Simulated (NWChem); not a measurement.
System: hydrazine (N₂H₄); SMILES NN

All runs: NWChem. Pople sets run with spherical d functions. Each level has its own optimisation. Computed dipoles belong to the equilibrium geometry; the measured one is vibrationally averaged.

Measured dipole moment: 1.75 D (NIST CCCBDB, as tabulated in the package chemicals).

| level | dipole moment (D) | computed − measured |
|---|---|---|
| Hartree-Fock/STO-3G | (withheld) | (withheld) |
| Hartree-Fock/3-21G | 2.22 | +0.47 |
| Hartree-Fock/6-31G* | 2.25 | +0.50 |
| B3LYP/6-31G* | 2.19 | +0.44 |
| LDA (Slater exchange, VWN5)/def2-SVP | 1.91 | +0.16 |
| PBE/def2-SVP | 2.03 | +0.28 |
| BLYP/def2-SVP | (withheld) | (withheld) |
| PBE0/def2-SVP | 2.03 | +0.28 |

Fill in the missing entries.


- BLYP/def2-SVP, dipole moment (D): 2.04
- BLYP/def2-SVP, computed − measured: +0.29
- Hartree-Fock/STO-3G, dipole moment (D): 2.26
- Hartree-Fock/STO-3G, computed − measured: +0.51
